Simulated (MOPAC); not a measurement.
MOPAC input (PM7):

```
PM7 FORCE THERMO(298,298) PRECISE LET CHARGE=-1 GEO-OK AUX(PRECISION=9) THREADS=1
C4H5

C     0.00288476 1    1.22374056 1    0.09116230 1
C    -0.00329972 1   -1.06043252 1    0.39483173 1
C     0.74617619 1    0.04582469 1   -0.37349384 1
C    -0.74469822 1    0.04951508 1   -0.37598886 1
H     0.00302548 1    1.83148565 1    0.91464332 1
H    -0.00503451 1   -1.04022053 1    1.47124432 1
H    -0.00512693 1   -2.06184208 1    0.00416081 1
H     1.53441945 1   -0.07170403 1   -1.05714996 1
H    -1.53122122 1   -0.06408452 1   -1.06224286 1
```

Which zero-point energy does it print?

42.37 kcal/mol, from the harmonic wavenumbers of PM7.
